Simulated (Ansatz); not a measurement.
Geometry optimisation, RKS revPBE-D4/def2-SVP in Ansatz 0.2.0.

Input file:

```yaml
crystal:
  periodic: [false, false, false]
  atoms:
    - { symbol: Al, position_ang: [0.004874, 0.149335, 0.022567] }
    - { symbol: F, position_ang: [-0.03847, 0.430372, 1.694035] }
    - { symbol: H, position_ang: [1.422012, 0.172695, -0.6971] }
    - { symbol: H, position_ang: [-1.392798, 0.093557, -0.734313] }
    - { symbol: P, position_ang: [0.154874, -3.076616, 1.302436] }
    - { symbol: H, position_ang: [-0.608927, -2.996508, 0.079712] }
    - { symbol: H, position_ang: [1.436671, -2.874436, 0.66725] }
    - { symbol: H, position_ang: [-0.020736, -1.698, 1.657013] }
basis:
  gaussian: { orbitals: def2-SVP }
hamiltonian:
  xc: revpbe
  dispersion: d4
relax:
  f_tol: 0.03
  max_steps: 50
output:
  orbitals: {}
```

Run as:

```bash
$ ansatz run input.yaml --threads 1 --pin off --max-ram 2048MiB --backend cpu --events-out ev --progress --plain --runs-dir out
```

Task: Where does it end, and by what steps?

Result: The forces met the threshold. The force dipped under the threshold on the way, but the program's further checks kept it going. After 12 steps the energy has fallen by 0.071 eV; H6 moved furthest, 0.50 Å.

```json
{"step": "0", "energy less start (eV)": "0.0000", "largest force component (eV/Å)": "0.289", "accepted": "yes"}
{"step": "1", "energy less start (eV)": "-0.0236", "largest force component (eV/Å)": "0.395", "accepted": "yes"}
{"step": "2", "energy less start (eV)": "-0.0468", "largest force component (eV/Å)": "0.321", "accepted": "yes"}
{"step": "3", "energy less start (eV)": "-0.0564", "largest force component (eV/Å)": "0.220", "accepted": "yes"}
{"step": "4", "energy less start (eV)": "-0.0651", "largest force component (eV/Å)": "0.100", "accepted": "yes"}
{"step": "5", "energy less start (eV)": "-0.0675", "largest force component (eV/Å)": "0.065", "accepted": "yes"}
{"step": "6", "energy less start (eV)": "-0.0693", "largest force component (eV/Å)": "0.043", "accepted": "yes"}
{"step": "7", "energy less start (eV)": "-0.0699", "largest force component (eV/Å)": "0.052", "accepted": "yes"}
{"step": "8", "energy less start (eV)": "-0.0702", "largest force component (eV/Å)": "0.032", "accepted": "yes"}
{"step": "9", "energy less start (eV)": "-0.0705", "largest force component (eV/Å)": "0.026", "accepted": "yes"}
{"step": "10", "energy less start (eV)": "-0.0705", "largest force component (eV/Å)": "0.038", "accepted": "no"}
{"step": "11", "energy less start (eV)": "-0.0707", "largest force component (eV/Å)": "0.010", "accepted": "yes"}
{"step": "12", "energy less start (eV)": "-0.0707", "largest force component (eV/Å)": "0.011", "accepted": "yes"}
```

```xyz
8
Properties=species:S:1:pos:R:3
Al 0.017 -0.032 0.031
F -0.132 0.536 1.625
H 1.490 -0.066 -0.577
H -1.339 -0.196 -0.792
P 0.171 -3.054 1.136
H -0.699 -2.506 0.117
H 1.374 -2.604 0.484
H 0.076 -1.879 1.967
```

Run time: 23 s on 1 thread of Arm Neoverse V2 (shared host), peak memory 0.14 GiB.
